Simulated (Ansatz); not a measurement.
in.yaml

```yaml
crystal:
  periodic: [false, false, false]
  atoms:
    - {symbol: Zr, position_ang: [0.000000, 0.000000, 0.000000]}
    - {symbol: H, position_ang: [0.000000, 0.000000, -1.928800]}
    - {symbol: H, position_ang: [0.000000, 0.000000, 1.928800]}
basis:
  gaussian: {orbitals: def2-mTZVP}
magnetization: {spin_polarized: false}
hamiltonian: {xc: {name: r2SCAN}}
correlation: {method: sc_nevpt2, electrons: valence}
output: {forces: true}
```

```sh
$ ansatz run in.yaml --threads 1 --pin off --events-out ev --progress --plain --max-ram 2393MiB
```

One thing in this input was set wrong on purpose, beside settings that are merely unusual. What is the gravest fault, and what does the program do?

Method needs an active space. How the run ends: refused.
```
Error: this correlation method needs an active space: name one as the reference
```
